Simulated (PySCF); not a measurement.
Molecule: `NC(F)(F)F`, CH$_{2}$F$_{3}$N.

Mapped SMILES: `[NH2:1][C:2]([F:3])([F:4])[F:5]`; H(Xn) means a hydrogen on atom n.

Geometry PBE0-D3(BJ)/def2-SVP throughout; GIAO in PySCF 2.14, gas phase, one conformer, non-relativistic; equivalent atoms averaged; functional PBE0.

For orientation, aug-cc-pVDZ gives these shifts δ (against NH3, TMS, CFCl3 at the same level): N1 60.2, C2 125.2, F3/F4/F5 -61.6, H(N1) 2.21 ppm.

A run gave: N1 48.8, C2 126.8, F3/F4/F5 -80.4, H(N1) 1.67 ppm (shifts δ (against NH3, TMS, CFCl3 at the same level)).

Which basis set was used in that run?
A. 6-31G
B. 6-31G*
C. 6-311+G(2d,p)
D. pcSseg-1
E. def2-TZVP

## Answers

A. F3/F4/F5 tells them apart best: 6-31G gives -80.4, 6-311+G(2d,p) gives -67.2, 6-31G* gives -72.3, pcSseg-1 gives -71.2, def2-TZVP gives -64.5 ppm.
